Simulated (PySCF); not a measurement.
Gas-phase reaction: AlH2Cl + 2 AlCl2 → 3 AlCl + 2 HCl

Computed with PySCF and rigid-rotor harmonic-oscillator thermochemistry at 1 bar. † marks an energy on the PBE0/def2-TZVP geometry and frequencies; other levels use their own. CCSD(T) freezes the core. 6-31G* has spherical d functions here. Open shells (unrestricted): AlCl2 (multiplicity 2); the rest are closed-shell singlets. B3LYP is the form with VWN-RPA correlation. AlH2Cl: computed as isolated molecules; such fragments, hydroxides, amides, oligomers or adducts are transient or little studied in the gas. CCSD(T) isn't extrapolated to the basis-set limit.

```csv
level,"ΔH°(298 K), kJ"
B3LYP/6-31G*,?
B3LYP/def2-TZVP†,214
BLYP/def2-TZVP†,?
CCSD(T)/def2-SVP†,211
HF/6-31G*,307
PBE0/def2-SVP†,264
ωB97M-V/def2-TZVP†,?
```

Problem. Some entries are withheld; supply them.

Solution. 
- B3LYP/6-31G*, ΔH°(298 K), kJ: 223
- BLYP/def2-TZVP†, ΔH°(298 K), kJ: 189
- ωB97M-V/def2-TZVP†, ΔH°(298 K), kJ: 199
